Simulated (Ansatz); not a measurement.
**Hf₅N₅O₂: computed properties**

These are results of DFT r2SCAN, scalar-relativistic, plane waves, PAW in Ansatz 0.2.0, not measurements.

Settings: cutoff 500 eV, Γ-centred mesh 12×12×4 on the computed 12-atom cell, Gaussian smearing of 0.10 eV; no spin polarisation.

The structure is relaxed at this level of theory with its symmetry kept. Whether it is the stable form of this composition wasn't checked.

```
Hf N O
1.0
     5.19299   -1.53013   -0.00186
     5.19299    1.53013   -0.00186
    -2.42746    0.00000    8.76496
Hf N O
5 5 2
Direct
  0.11258 0.11258 0.42339
  0.70357 0.70357 0.80978
  0.29643 0.29643 0.19022
  0.88742 0.88742 0.57661
  0.00000 0.00000 0.00000
  0.50000 0.50000 0.50000
  0.65646 0.65646 0.05288
  0.73732 0.73732 0.35312
  0.26268 0.26268 0.64688
  0.34354 0.34354 0.94712
  0.04498 0.04498 0.78717
  0.95502 0.95502 0.21283
```

Q: Formation energy from the elements' standard states (uncorrected)?

A: -2.321 eV/atom.

Q: Density of states at the Fermi level?

A: 0.93 states/eV per cell.

Q: Löwdin character within 0.5 eV of the Fermi level?

A: Hf 5d 77 %, N 2p 15 %.

Spin-orbit coupling is left out, which matters for the bands of heavy elements. Spin polarisation was left out, and a magnetic state may lie lower.

Cost: 1 run of about 16 core-minutes, on Oxide Virtual Turin-like Processor (Zen 5) (shared hosts).